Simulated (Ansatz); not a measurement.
Born–Oppenheimer molecular dynamics of H$_{2}$S$_{2}$ (4 atoms, charge 0, multiplicity 1). It starts from a relaxed structure.

Method: Ansatz 0.2.0, RKS PBE-D4/def2-SVP.

- ensemble: NVE (velocity Verlet)
- time step: 0.5 fs
- steps asked: 250
- starting velocities drawn for: 500 K
- masses: H 3.016 u
- seed: 347673

First frame:

```xyz
4
Properties=species:S:1:pos:R:3
S 0.810 -0.826 0.160
S 0.071 1.129 0.065
H -0.215 -1.389 0.874
H -0.610 1.026 -1.119
```

Q: How far do the bonds stretch over the last three quarters of this one trajectory? (Pairs bonded in most of those frames.)

A: 
| bond | mean (Å) | spread (Å) | shortest | longest |
| --- | --- | --- | --- | --- |
| S1–S2 | 2.108 | 0.032 | 2.05 | 2.15 |
| S1–H3 | 1.370 | 0.017 | 1.34 | 1.40 |
| S2–H4 | 1.371 | 0.026 | 1.33 | 1.41 |

Mean temperature of the second half: 249 K. The conserved energy stayed within 0.038 meV per atom of its start (net change 0.022 meV per atom), so the integration is sound. The temperature averaged 0.50 of the 500 K drawn at the start: a run that starts near a minimum puts about half its kinetic energy into the potential. A run of 0.12 ps of so small a system gives no equilibrium averages.

The run took 120 s on 1 thread of Arm Neoverse V1, with other jobs on the host, peak memory 0.085 GiB.
